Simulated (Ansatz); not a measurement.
Results of G0W0@PBEsol (plane waves, hard PAW, contour deformation; Ansatz, a first-principles code) for rock-salt MgS.

The same calculation (at the measured cell, 17.609 Å³/atom) with different numerical settings; throughout: response cutoff 100 eV, empty bands 147:

| run | k mesh | quasiparticle gap on the mesh (eV) | quasiparticle gap at Γ (eV) | rough time |
|---|---|---|---|---|
| 1 | 4×4×4 | 4.025 | 4.984 | 20 core-s |
| 2 | 6×6×6 | 4.080 | 5.011 | 90 core-s |
| 3 | 8×8×8 | 4.085 | 5.010 | 10 core-min |
| 4 | 10×10×10 | 4.085 | 5.008 | 50 core-min |

In the column quasiparticle gap on the mesh (eV) the first row differs from the last by -0.060 and the next to last by 0.000.

The last row is no converged limit: other settings stay fixed.
